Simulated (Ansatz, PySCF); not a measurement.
Species: C2H2O, charge 0, singlet. C2H2O (SMILES C=C=O).
B3LYP-D3(BJ)/def2-TZVP minimum from Ansatz (a program for electronic structure):
```xyz
5

C      0.0091     0.0017    -1.2056
C     -0.0008    -0.0001     0.1027
H      0.0282     0.9401    -1.7377
H     -0.0018    -0.9351    -1.7406
O     -0.0096    -0.0018     1.2620
```
Charge 0, spin multiplicity 1.

Total energies in hartree (Ansatz). Open shells are spin-unrestricted; no spin-orbit coupling. Cores are frozen in correlated methods. No relativity. Where a partner has so few electrons that a lower coupled-cluster level is exact, that level stands in.

| species | HF/cc-pVTZ | CCSD(T)/cc-pVTZ | HF/cc-pVQZ | CCSD(T)/cc-pVQZ | CCSD(T)/cc-pVDZ | CCSDT(Q)/cc-pVDZ |
|---|---|---|---|---|---|---|
| 1: C2H2O (SMILES C=C=O) | -151.78469 | -152.35813 | -151.79577 | -152.40356 | -152.20848 | -152.21075 |
| 2: C (triplet) | -37.69157 | -37.78076 | -37.69331 | -37.78654 | -37.76038 | -37.76071 |
| 3: H (doublet) | -0.49981 | -0.49981 | -0.49995 | -0.49995 | -0.49928 | -0.49928 |
| 4: O (triplet) | -74.81176 | -74.97396 | -74.81729 | -74.99357 | -74.90995 | -74.91013 |

Task: Work out the enthalpy of formation at 298 K (by atomisation, with ideal-gas terms from PySCF's Hessian at B3LYP-D3(BJ)/def2-TZVP and the atoms' measured values of the G2/97 table; no spin-orbit terms) in kcal/mol: take Hartree-Fock from cc-pVQZ, extrapolate the CCSD(T) correlation energy as X^-3 (X = 3, 4), and add CCSDT(Q) - CCSD(T) in cc-pVDZ. The further terms named in the bracket sum to +0.83066 hartree. 1 hartree = 627.51 kcal/mol.

Result: 
Species 1: correlation (64·(-0.60779) - 27·(-0.57344))/37 = -0.63286; step -0.00227; E1 = -151.79577 + (-0.63286) + (-0.00227) = -152.43090
Species 2: correlation (64·(-0.09323) - 27·(-0.08919))/37 = -0.09618; step -0.00033; E2 = -37.69331 + (-0.09618) + (-0.00033) = -37.78982
Species 3: correlation (64·(0.00000) - 27·(0.00000))/37 = 0.00000; step +0.00000; E3 = -0.49995 + (0.00000) + (+0.00000) = -0.49995
Species 4: correlation (64·(-0.17628) - 27·(-0.16220))/37 = -0.18655; step -0.00018; E4 = -74.81729 + (-0.18655) + (-0.00018) = -75.00402
+1·E1 -2·E2 -2·E3 -1·E4 +0.83066 = -0.01668 hartree = -10.5 kcal/mol. Measured: -11.6 kcal/mol, -48.6 kJ/mol (Active Thermochemical Tables 1.112 (ions: stationary electron), as tabulated in the package chemicals); atomic spin-orbit terms, which the calculations lack, would raise the computed values. The composite differs from it by +1.1 kcal/mol; core, relativistic and spin-orbit terms are not in it.
